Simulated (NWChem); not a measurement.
## Correlation energy of Cl (+1)

SMILES: [Cl+]
```xyz
1

Cl     0.0000     0.0000     0.0000
```
Charge +1, spin multiplicity 3.

Program: NWChem.

Basis set: 3-21G. Each correlation energy counts from its own Hartree-Fock reference.

```json
[
 {"method": "SCS-UMP2", "correlation energy (mHa)": "-17.0"},
 {"method": "CCSD(T) on UHF", "correlation energy (mHa)": "-21.3"},
 {"method": "CCSD[T] on UHF", "correlation energy (mHa)": "-21.3"},
 {"method": "CCSD(T) on ROHF", "correlation energy (mHa)": "-21.8"},
 {"method": "CCSD[T] on ROHF", "correlation energy (mHa)": "-21.8"},
 {"method": "CCSD on ROHF", "correlation energy (mHa)": "-21.6"},
 {"method": "CCSDT on ROHF", "correlation energy (mHa)": "-21.8"},
 {"method": "UMP2", "correlation energy (mHa)": "-17.0"},
 {"method": "CCSD on UHF", "correlation energy (mHa)": "-21.2"}
]
```

The values span 4.8 mHa, from CCSDT on ROHF (lowest) to SCS-UMP2 (highest). 

The correlated methods keep 5 core orbitals frozen. No SCF solution was tested for a lower state. Open-shell Hartree-Fock references start from PBE0 orbitals. No row is a measurement; the coupled-cluster row has its own basis-set and correlation limits.
